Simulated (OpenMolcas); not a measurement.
# C2H4F2 (1,1-difluoroethane): CCSD(T)/pcseg-0

What is the vertical ionisation energy of C2H4F2 (1,1-difluoroethane) at CCSD(T)/pcseg-0? 

Program for the calculation: OpenMolcas 26.06.

## 1. The structure to begin with

The species is C2H4F2 (8 atoms), meant as a singlet with charge 0. As SMILES, `CC(F)F`. The shape is that of a PBE0-D4/def2-TZVP optimisation.

Bond lengths: C1–C2 1.497 Å, C2–F3 1.361 Å, C2–F4 1.361 Å, C1–H5 1.091 Å, C1–H6 1.091 Å, C1–H7 1.090 Å, C2–H8 1.095 Å. Some angles: C1–C2–F3 110.3°, C1–C2–F4 110.3°, F3–C2–F4 107.0°, C1–C2–H8 114.0°, F3–C2–H8 107.5°, F4–C2–H8 107.5°, C2–C1–H5 109.4°, C2–C1–H6 109.9°, C2–C1–H7 109.9°, H5–C1–H6 109.3°.

## 2. A single-point energy at CCSD(T)/pcseg-0

Input file mol.xyz:

```xyz
8

C      0.003300     0.777600     0.023300
C     -0.052000    -0.718200    -0.008200
F      0.925500    -1.243400     0.779100
F      0.168200    -1.172100    -1.271900
H      0.981400     1.111900    -0.325400
H     -0.157200     1.132800     1.041800
H     -0.771000     1.190600    -0.624000
H     -1.006100    -1.136400     0.329500
```

Input file job.inp:

```
>>> EXPORT MOLCAS_PRINT=2

&GATEWAY
  BasLib=$CurrDir
  Coord=mol.xyz
  Basis=pcseg-0
  Group=NoSym

&SEWARD

&SCF
  PrOrbitals=1 1

&RASSCF
  FileOrb=$Project.ScfOrb
  Spin=1
  Nactel=0 0 0
  Inactive=17
  Ras2=0
  OutOrbitals=Canonical
  OrbListing=Nothing

&MOTRA
  JobIph
  Frozen=4

&CCSDT
  CCT
  Triples=2
  Iterations=50
  Extrapolation=5 4
```

The basis set pcseg-0 is read from a file made from the Basis Set Exchange's data (not shown).

Launch:

```sh
$ export MOLCAS_MEM=1860
$ pymolcas job.inp > job.log
```

Output:

```text
--- Start Module: gateway ---
[...]
--- Stop Module: gateway /rc=_RC_ALL_IS_WELL_ ---
[...]
      Basis functions           44
[...]
       Convergence after  10 Iterations
[...]
::    Total SCF energy                               -276.1198295859
[...]
      Total spin, S                                     0.0000000000
[...]
      Number of active orbitals                  0
[...]
      Spin quantum number                      0.0
[...]
      Active orbitals                            0
[...]
      Number of CSFs                             1
[...]
      Number of root(s) required                 1
[...]
      Convergence after  4 iterations
[...]
      Natural orbitals and occupation numbers for root  1
      ************************************************************************************************************************
      *                                                    Final results                                                     *
      ************************************************************************************************************************
[...]
::    RASSCF root number  1 Total energy:   -276.11982959
[...]
      Total electronic charge=   34.000000
      Total            charge=   -0.000000
[...]
      Dipole Moment (debye):
      Origin of the operator (angstrom)=    0.2913   -0.6491   -0.1326
                   X= -1.9819E+00               Y=  1.9770E+00               Z=  8.0100E-01           Total=  2.9117E+00
      Quadrupole Moment (debye*angstrom):
[...]
--- Start Module: motra ---
[...]
      *** WARNING: Default frozen orbitals is overwritten by user input.
      *** Default values:   4
[...]
--- Stop Module: motra /rc=_RC_ALL_IS_WELL_ ---
--- Start Module: ccsdt ---
[...]
      Convergence after                    13  Iterations
      Total energy (diff) :    -276.56825923       0.00000009
[...]
 METHOD                       : CCSD+T(CCSD)+<T3(1)WT1> = CCSD(T)
[...]
       CCSD     =      -276.5682592276930
[...]
--- Stop Module: ccsdt /rc=_RC_ALL_IS_WELL_ ---
[...]
```

Wall time 6 s (1 thread of Arm Neoverse V1, shared host); peak memory 0.38 GiB.

## 3. The doublet cation, same level

mol.xyz is that of step 2.

Input file job.inp:

```
* C2H4F2 CCSD(T)

&GATEWAY
 BasLib=$CurrDir
 Coord=mol.xyz
 Basis=pcseg-0
 Group=NoSym

&SEWARD

&SCF
 UHF
 Charge=1
 Spin=2
 PrOrbitals=1 1

&RASSCF
 FileOrb=$Project.UnaOrb
 Spin=2
 Nactel=1 0 0
 Inactive=16
 Ras2=1
 OutOrbitals=Canonical
 OrbListing=Nothing

&MOTRA
 JobIph
 Frozen=4

&CCSDT
 CCT
 Triples=3
 Iterations=50
 Extrapolation=5 4
```

The basis set pcseg-0 is read from a file made from the Basis Set Exchange's data (not shown).

Launch:

```sh
$ export MOLCAS_MEM=1860
$ pymolcas job.inp > job.log
```

Output:

```text
--- Start Module: gateway ---
[...]
--- Stop Module: gateway /rc=_RC_ALL_IS_WELL_ ---
[...]
      Basis functions           44
[...]
       Convergence after  22 Iterations
[...]
::    Total SCF energy                               -275.6401147677
[...]
      Total spin, S                                     0.5055572372
[...]
      Number of active orbitals                  1
[...]
      Spin quantum number                      0.5
[...]
      Active orbitals                            1
[...]
      Number of CSFs                             1
[...]
      Number of root(s) required                 1
[...]
      Convergence after 13 iterations
[...]
      printout of CI-coefficients larger than  0.05 for root  1
      energy=    -275.635156
      conf/sym  1     Coeff  Weight
             1  u   1.00000 1.00000
      Natural orbitals and occupation numbers for root  1
      sym 1:   1.000000
      ************************************************************************************************************************
      *                                                    Final results                                                     *
[...]
::    RASSCF root number  1 Total energy:   -275.63515557
[...]
      Total electronic charge=   33.000000
      Total            charge=    1.000000
[...]
      Dipole Moment (debye):
      Origin of the operator (angstrom)=    0.2913   -0.6491   -0.1326
                   X= -3.3251E+00               Y=  3.7617E+00               Z=  1.3587E+00           Total=  5.2012E+00
      Center of Charge (angstrom)
[...]
--- Start Module: motra ---
[...]
      *** WARNING: Default frozen orbitals is overwritten by user input.
      *** Default values:   4
[...]
--- Stop Module: motra /rc=_RC_ALL_IS_WELL_ ---
--- Start Module: ccsdt ---
[...]
      Convergence after                    20  Iterations
      Total energy (diff) :    -276.10684805      -0.00000004
[...]
 METHOD                       : CCSD+T(CCSD)+<T3(1)WT1>+<T3(1)UT2> = CCSD(T)
[...]
       CCSD     =      -276.1068480493613
[...]
--- Stop Module: ccsdt /rc=_RC_ALL_IS_WELL_ ---
[...]
```

Wall time 7.8 s (1 thread of Arm Neoverse V1, shared host); peak memory 0.38 GiB.

## 4. Outcome

At CCSD(T)/pcseg-0, 4 core orbitals frozen:

| quantity | value |
| --- | --- |
| singlet C2H4F2: total energy | -276.57671 Eh |
| singlet C2H4F2: dipole moment (mean-field density) | 2.91 D |
| singlet C2H4F2: HOMO energy (Hartree–Fock orbitals) | -14.06 eV |
| singlet C2H4F2: LUMO energy (Hartree–Fock orbitals) | 5.42 eV |
| singlet C2H4F2: HOMO–LUMO gap (Hartree–Fock orbitals) | 19.49 eV |
| singlet C2H4F2: correlation energy (4 core orbitals frozen) | -456.9 mEh |
| singlet C2H4F2: (T) correction | -8.45 mEh |
| doublet cation: total energy | -276.12102 Eh |
| doublet cation: (T) correction | -14.17 mEh |
| vertical ionisation energy (to the doublet cation) | 12.400 eV |

Removing an electron at fixed nuclei costs 12.40 eV (286 kcal/mol). The triples (singlet C2H4F2) make up 1.8 % of the correlation energy.
